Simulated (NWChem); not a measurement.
# acetonitrile (C2H3N); SMILES CC#N

All runs: NWChem. Pople sets run with spherical d functions. Each level has its own optimisation. Computed dipoles belong to the equilibrium geometry; the measured one is vibrationally averaged.

Measured dipole moment: 3.92 D (NIST CCCBDB, as tabulated in the package chemicals).

**Question.** Which of these levels lies farthest from the measured value, and how do the others fare: Hartree-Fock/6-31G*; LDA (Slater exchange, VWN5)/def2-SVP; PBE/def2-SVP; BLYP/def2-SVP; PBE0/def2-SVP; B3LYP/6-31G*; Hartree-Fock/3-21G; Hartree-Fock/STO-3G?…

**Answer.** Hartree-Fock/STO-3G.
| level | dipole moment (D) | computed − measured |
|---|---|---|
| Hartree-Fock/STO-3G | 3.10 | -0.82 |
| Hartree-Fock/3-21G | 3.88 | -0.04 |
| Hartree-Fock/6-31G* | 4.04 | +0.12 |
| B3LYP/6-31G* | 3.81 | -0.11 |
| LDA (Slater exchange, VWN5)/def2-SVP | 3.82 | -0.10 |
| PBE/def2-SVP | 3.72 | -0.20 |
| BLYP/def2-SVP | 3.66 | -0.26 |
| PBE0/def2-SVP | 3.83 | -0.09 |
